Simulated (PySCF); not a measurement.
## How methods differ on the ionisation energy of O

O [He] 2s2 2p4 (3P) → O⁺ [He] 2s2 2p3 (4S), as a difference of total energies. Computed with PySCF 2.14 in aug-cc-pCVTZ-DK with one added diffuse shell each of s, p, d, f type (8s7p5d3f, 75 functions), with the spin-free X2C one-electron Hamiltonian (Gaussian nucleus). Correlated levels: valence and next inner shell: nothing frozen. The calculations carry no spin-orbit coupling.

```json
{"method": "UHF", "ionisation energy (eV)": "12.020"}
{"method": "MP2 (valence and next inner shell)", "ionisation energy (eV)": "13.349"}
{"method": "SCS-MP2 (valence and next inner shell)", "ionisation energy (eV)": "13.446"}
{"method": "CCSD (valence and next inner shell)", "ionisation energy (eV)": "13.381"}
{"method": "CCSD(T) (valence and next inner shell)", "ionisation energy (eV)": "13.433"}
```

Question: How much does correlation contribute at CCSD(T) (valence and next inner shell)?

Answer: 13.433 − (12.020) = 1.413 eV, measured against UHF.

A first-order spin-orbit estimate (lowest level to lowest level, LS coupling) adds 0.009 eV.

Errors of the correlated levels include the incompleteness of this basis.

For comparison: 13.618 eV (measured; NIST Atomic Spectra Database, ionization energies).
